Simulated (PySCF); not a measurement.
Bond stretch in CHN, SMILES C#N. The C1–H3 bond (C1 also carries N; H3 carries nothing else) is stretched with both fragments frozen at the PBE0/def2-TZVP optimised geometry.

- UHF/cc-pVTZ (PySCF)
- RHF/cc-pVTZ (PySCF)
- UKS-LDA (SVWN5) = PySCF with unrestricted LDA (SVWN5)/cc-pVTZ
- RKS-LDA (SVWN5) = restricted LDA (SVWN5)/cc-pVTZ (PySCF)
- UKS-r2SCAN = unrestricted r2SCAN/cc-pVTZ (PySCF)
- RKS-r2SCAN = PySCF 2.14.0 with restricted r2SCAN/cc-pVTZ
- UKS-PBE = unrestricted PBE/cc-pVTZ (PySCF)
- RKS-PBE = restricted PBE/cc-pVTZ (PySCF 2.14.0)
- UKS-B3LYP/6-31G* = unrestricted B3LYP/6-31G*, spherical d run with PySCF 2.14.0
- RKS-B3LYP/6-31G* = PySCF 2.14.0 with restricted B3LYP/6-31G*, spherical d
- UKS-B3LYP/6-311+G** = unrestricted B3LYP/6-311+G**, spherical d in PySCF
- RKS-B3LYP/6-311+G** = restricted B3LYP/6-311+G**, spherical d (PySCF)

Scanned distances (Å): 0.79, 0.85, 0.92, 0.97, 1.01, 1.03, 1.07, 1.10, 1.14, 1.19, 1.24, 1.33, 1.44, 1.59, 1.74, 1.91, 2.12, 2.34, 2.59, 2.88, 3.22, 3.77.

Task: Where does the unrestricted solution first break spin symmetry (<S²> of 0.01 or more)?

Result: UHF: between 1.59 and 1.74 Å; UKS-LDA (SVWN5): between 2.12 and 2.34 Å; UKS-r2SCAN: between 1.74 and 1.91 Å; UKS-PBE: between 1.91 and 2.12 Å; UKS-B3LYP/6-31G*: between 1.91 and 2.12 Å; UKS-B3LYP/6-311+G**: between 1.91 and 2.12 Å.

```
R / Å  <S²> UHF  E(RHF) − E(UHF) / kJ/mol  <S²> UKS-LDA (SVWN5)  E(RKS-LDA (SVWN5)) − E(UKS-LDA (SVWN5)) / kJ/mol  <S²> UKS-r2SCAN  E(RKS-r2SCAN) − E(UKS-r2SCAN) / kJ/mol  <S²> UKS-PBE  E(RKS-PBE) − E(UKS-PBE) / kJ/mol  <S²> UKS-B3LYP/6-31G*  E(RKS-B3LYP/6-31G*) − E(UKS-B3LYP/6-31G*) / kJ/mol  <S²> UKS-B3LYP/6-311+G**  E(RKS-B3LYP/6-311+G**) − E(UKS-B3LYP/6-311+G**) / kJ/mol
-----  --------  ------------------------  --------------------  ------------------------------------------------  ---------------  --------------------------------------  ------------  --------------------------------  ---------------------  --------------------------------------------------  ------------------------  --------------------------------------------------------
0.79       0.00                       0.0                  0.00                                               0.0             0.00                                     0.0          0.00                               0.0                   0.00                                                 0.0                      0.00                                                       0.0
0.85       0.00                       0.0                  0.00                                               0.0             0.00                                     0.0          0.00                               0.0                   0.00                                                 0.0                      0.00                                                       0.0
0.92       0.00                       0.0                  0.00                                               0.0             0.00                                     0.0          0.00                               0.0                   0.00                                                 0.0                      0.00                                                       0.0
0.97       0.00                       0.0                  0.00                                               0.0             0.00                                     0.0          0.00                               0.0                   0.00                                                 0.0                      0.00                                                       0.0
1.01       0.00                       0.0                  0.00                                               0.0             0.00                                     0.0          0.00                               0.0                   0.00                                                 0.0                      0.00                                                       0.0
1.03       0.00                       0.0                  0.00                                               0.0             0.00                                     0.0          0.00                               0.0                   0.00                                                 0.0                      0.00                                                       0.0
1.07       0.00                       0.0                  0.00                                               0.0             0.00                                     0.0          0.00                               0.0                   0.00                                                 0.0                      0.00                                                       0.0
1.10       0.00                       0.0                  0.00                                               0.0             0.00                                     0.0          0.00                               0.0                   0.00                                                 0.0                      0.00                                                       0.0
1.14       0.00                       0.0                  0.00                                               0.0             0.00                                     0.0          0.00                               0.0                   0.00                                                 0.0                      0.00                                                       0.0
1.19       0.00                       0.0                  0.00                                               0.0             0.00                                     0.0          0.00                               0.0                   0.00                                                 0.0                      0.00                                                       0.0
1.24       0.00                       0.0                  0.00                                               0.0             0.00                                     0.0          0.00                               0.0                   0.00                                                 0.0                      0.00                                                       0.0
1.33       0.00                       0.0                  0.00                                               0.0             0.00                                     0.0          0.00                               0.0                   0.00                                                 0.0                      0.00                                                       0.0
1.44       0.00                       0.0                  0.00                                               0.0             0.00                                     0.0          0.00                               0.0                   0.00                                                 0.0                      0.00                                                       0.0
1.59       0.00                       0.0                  0.00                                               0.0             0.00                                     0.0          0.00                               0.0                   0.00                                                 0.0                      0.00                                                       0.0
1.74       0.47                      13.1                  0.00                                               0.0             0.00                                     0.0          0.00                               0.0                   0.00                                                 0.0                      0.00                                                       0.0
1.91       0.82                      55.6                  0.00                                               0.0             0.01                                     0.0          0.00                               0.0                   0.00                                                 0.0                      0.00                                                       0.0
2.12       1.06                     125.3                  0.00                                               0.0             0.39                                    14.0          0.13                               0.7                   0.32                                                 8.9                      0.29                                                       7.8
2.34       1.18                     201.1                  0.26                                               3.6             0.60                                    38.8          0.51                              16.0                   0.60                                                34.5                      0.58                                                      31.5
2.59       1.25                     280.0                  0.55                                              19.6             0.77                                    68.7          0.72                              41.6                   0.78                                                69.2                      0.76                                                      63.9
2.88       1.29                     356.9                  0.73                                              41.6             0.89                                   100.0          0.84                              69.5                   0.89                                               106.3                      0.87                                                      98.5
3.22       1.30                     427.6                  0.84                                              63.6             0.95                                   128.6          0.91                              94.6                   0.96                                               141.0                      0.94                                                     130.5
3.77       1.31                     506.6                  0.91                                              86.9             1.00                                   157.2          0.96                             119.6                   1.00                                               178.1                      0.99                                                     164.8
```
